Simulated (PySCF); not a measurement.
Hydrogen methyl disulfide, CH4S2.
Z-matrix (Å and degrees, PBE0-D3(BJ)/def2-SVP geometry), rows numbered from 1:
```
C 
S   1  1.8106
S   2  2.0650  1  102.33
H   1  1.0985  2  110.92  3   -56.93
H   1  1.1012  2  105.87  3  -175.23
H   1  1.0997  2  111.43  3    66.27
H   3  1.3569  2   98.74  1   -87.98
```

Computed, not measured: PySCF, PBE0-D3(BJ)/def2-SVP geometry optimisation, gas phase.

Masses are those of the commonest isotopes; rigid-rotor values at the optimised geometry. The values belong to one conformer with, in the numbering `[CH3:1][S:2][SH:3]`, C1–S2–S3–H -88°.

Problem. Give the principal moments of inertia and the rotational constants in GHz.

Solution. Ia = 30.19, Ib = 115.49, Ic = 138.92 u·Å²; 505379 MHz·u·Å²/I gives 16740, 4376 and 3638 MHz, that is A = 16.740, B = 4.3761, C = 3.6380 GHz.

Problem. What kind of rotor is it?

Solution. An asymmetric top. Ray's parameter κ = (2B − A − C)/(A − C) = -0.887; −1 is the prolate and +1 the oblate limit.

Problem. Is it planar, by Δ = Ic − Ia − Ib?

Solution. Not planar: Δ = Ic − Ia − Ib = -6.76 u·Å². For a rigid frame Δ = −2 Σ m c², so Σ m c² = 3.38 u·Å² lies off the ab plane: 3.31 from hydrogen and 0.07 from heavier atoms. The atom farthest from that plane is 1.29 Å away.

Problem. Give the coordinates in the principal-axis frame, origin at the centre of mass.

Solution. The sense of each axis is arbitrary; atoms in the order of the calculation.
| atom | mass (u) | a (Å) | b (Å) | c (Å) |
| --- | --- | --- | --- | --- |
| C1 | 12.000 | -1.652 | 0.807 | 0.003 |
| S2 | 31.972 | -0.562 | -0.639 | -0.007 |
| S3 | 31.972 | 1.314 | 0.222 | 0.046 |
| H4 | 1.008 | -1.457 | 1.439 | 0.879 |
| H5 | 1.008 | -2.678 | 0.411 | 0.064 |
| H6 | 1.008 | -1.548 | 1.395 | -0.921 |
| H7 | 1.008 | 1.506 | 0.378 | -1.289 |

Problem. Where do the levels up to J = 5 lie, in MHz?

Solution. Above 0(0,0):
J = 1: 1(0,1) 8014, 1(1,1) 20378, 1(1,0) 21116
J = 2: 2(0,2) 24010, 2(1,2) 35668, 2(1,1) 37882, 2(2,1) 74975, 2(2,0) 75007
J = 3: 3(0,3) 47924, 3(1,3) 58583, 3(1,2) 63011, 3(2,2) 99017, 3(2,1) 99177, 3(3,1) 162702, 3(3,0) 162703
J = 4: 4(0,4) 79663, 4(1,4) 89102, 4(1,3) 96477, 4(2,3) 131048, 4(2,2) 131525, 4(3,2) 194820, 4(3,1) 194826, 4(4,1) 283896, 4(4,0) 283896
J = 5: 5(0,5) 119110, 5(1,5) 127195, 5(1,4) 138242, 5(2,4) 171047, 5(2,3) 172148, 5(3,3) 234992, 5(3,2) 235016, 5(4,2) 324038, 5(4,1) 324038, 5(5,1) 438570, 5(5,0) 438570
The levels of one J sum to (2J + 1)J(J + 1)(A + B + C)/3.

Problem. Which types of transition are allowed, and where do some lines up to J = 5 fall?

Solution. The dipole components are |μa| = 0.91 D, |μb| = 1.29 D, |μc| = 0.98 D. Intensities carry the squares of the components, which stand as 0.50 : 1.00 : 0.57 (a : b : c). Some lines, for components of 0.1 D or more:

| type | branch | J(Ka,Kc) | MHz | lower level (cm⁻¹) |
| --- | --- | --- | --- | --- |
| b | R | 5(1,4) ← 4(2,3) | 7194 | 4.371 |
| a | R | 1(0,1) ← 0(0,0) | 8014 | 0.000 |
| b | R | 3(0,3) ← 2(1,2) | 12256 | 1.190 |
| b | Q | 2(1,1) ← 2(0,2) | 13872 | 0.801 |
| b | Q | 5(1,4) ← 5(0,5) | 19133 | 3.973 |
| b | R | 5(0,5) ← 4(1,4) | 30008 | 2.972 |
| a | R | 4(2,2) ← 3(2,1) | 32348 | 3.308 |
| c | Q | 5(2,4) ← 5(1,4) | 32805 | 4.611 |
| b | Q | 3(2,1) ← 3(1,2) | 36166 | 2.102 |
| a | R | 5(4,2) ← 4(4,1) | 40141 | 9.470 |
| b | Q | 3(3,1) ← 3(2,2) | 63686 | 3.303 |
| c | R | 4(2,3) ← 3(1,3) | 72465 | 1.954 |
| c | R | 3(3,1) ← 2(2,1) | 87728 | 2.501 |
| b | Q | 4(4,0) ← 4(3,1) | 89070 | 6.499 |
| b | Q | 5(5,0) ← 5(4,1) | 114532 | 10.809 |
| b | R | 4(4,0) ← 3(3,1) | 121194 | 5.427 |
| c | R | 5(4,1) ← 4(3,1) | 129211 | 6.499 |
| c | R | 5(5,1) ← 4(4,1) | 154674 | 9.470 |

PBE0-D3(BJ)/def2-SVP frequencies: not computed here. These are rigid-rotor constants of the computed structure; measured ground-state constants (B0) also hold zero-point vibration. A rigid rotor knows nothing of internal rotation, which can split or shift real lines.
